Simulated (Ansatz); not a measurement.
in.yaml

```yaml
crystal:
  periodic: [false, false, false]
  atoms:
    - {symbol: Si, position_ang: [-0.085001, 0.000000, 0.494288]}
    - {symbol: B, position_ang: [0.088473, -0.000001, -1.451856]}
    - {symbol: H, position_ang: [0.709774, -1.206838, 0.899706]}
    - {symbol: H, position_ang: [0.709775, 1.206839, 0.899704]}
basis:
  gaussian: {orbitals: 6-31G}
total_charge: 1
magnetization: {spin_polarized: false, initial_magnetization: 2}
correlation: {method: ccsdtq, electrons: outside_noble_gas}
```

```sh
$ ansatz run in.yaml --threads 2 --pin off --events-out ev --progress --plain --max-ram 24576MiB --backend cuda --devices 0, --max-vram 18GiB
```

Task: Roughly how long does this take on 2 threads of AMD EPYC 7R13 with a shared H100 80 GB, shared host, and how much host memory?

Result: 21 s wall and 0.8 GiB.

```
572 factors; integrals over basis functions are off by at most 1.7e-7 eV
mean field evaluation 1: about -8550.5211 eV, gradient 9.0e0 eV
mean field evaluation 2: about -8550.5276 eV, gradient 9.0e0 eV
mean field evaluation 4: about -8551.6205 eV, gradient 1.8e0 eV
mean field evaluation 8: about -8551.6762 eV, gradient 1.6e-3 eV
mean field evaluation 16: about -8551.6675 eV, gradient 1.1e-1 eV
mean field evaluation 32: about -8545.0890 eV, gradient 2.3e-2 eV
mean field evaluation 64: about -8545.0786 eV, gradient 1.1e0 eV
mean field evaluation 96: about -8545.0886 eV, gradient 1.4e-1 eV
mean field evaluation 128: about -8544.5316 eV, gradient 1.2e-2 eV
mean field evaluation 160: about -8549.8724 eV, gradient 1.1e0 eV
...
cycle  12  -2.78070315 eV  change    3.4e-5 eV  update   1.6e-4
cycle  13  -2.78068543 eV  change    1.8e-5 eV  update   9.5e-5
cycle  14  -2.78071572 eV  change   -3.0e-5 eV  update   3.3e-5
cycle  15  -2.78073500 eV  change   -1.9e-5 eV  update   3.5e-5
cycle  16  -2.78074121 eV  change   -6.2e-6 eV  update   8.3e-6
cycle  17  -2.78074077 eV  change    4.5e-7 eV  update   7.6e-6
cycle  18  -2.78073806 eV  change    2.7e-6 eV  update   8.2e-6
cycle  19  -2.78073709 eV  change    9.8e-7 eV  update   2.1e-6
cycle  20  -2.78073604 eV  change    1.0e-6 eV  update   1.0e-6
cycle  21  -2.78073638 eV  change   -3.4e-7 eV  update   9.0e-7
Total energy: -8554.45689577 eV, -314.3704925005 hartree
```

For the same geometry and basis full CI lies 0.0 meV higher.
